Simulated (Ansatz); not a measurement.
**C₃H₄, singlet: reading a ladder of total energies**

Geometry: MP2(full)/6-31G*, from the G2/97 set.

```xyz
7

C     0.0000    0.0000    0.1552
C     0.0000    0.0000    1.3734
C     0.0000    0.0000   -1.3062
H     0.0000    0.0000    2.4391
H     0.0000    1.0211   -1.6959
H     0.8843   -0.5106   -1.6959
H    -0.8843   -0.5106   -1.6959
```

Basis STO-3G; Ansatz 0.2.0. Correlated methods freeze the noble-gas cores, which leaves 16 electrons in 16 orbitals. Prefix R: restricted or restricted open-shell reference.

Full CI is exact within this basis and frozen core; it isn't the basis-set limit.

Runs differ by some tens of microhartree through their thresholds, so steps under 0.03 kcal/mol mean nothing.

```csv
level,total energy (hartree)
RHF,-114.442197
RMP2,-114.644634
RCCSD,-114.677758
RCCSD(T),-114.679111
RCCSDT,-114.679304
RCCSDT(Q),-114.681141
RCCSDTQ,-114.681203
full CI,-114.681250
```

Question: What is the correlation energy at full CI, and what share of it do RMP2 and RCCSD(T) recover?

Answer: E(corr) = -114.681250 − (-114.442197) = -0.239053 hartree = -6.505 eV. RMP2: -0.202437 / -0.239053 = 84.68 %. RCCSD(T): -0.236914 / -0.239053 = 99.11 %.

Question: By how many kcal/mol does RCCSD(T) miss full CI (1 hartree = 627.509 kcal/mol), and which steps make up the rest?

Answer: -114.679111 − (-114.681250) = 0.002139 hartree = 1.34 kcal/mol. Steps: RCCSDT − RCCSD(T) = -0.12, RCCSDT(Q) − RCCSDT = -1.15, RCCSDTQ − RCCSDT(Q) = -0.04, full CI − RCCSDTQ = -0.03 kcal/mol. Differences between like states or geometries often cancel part of this.
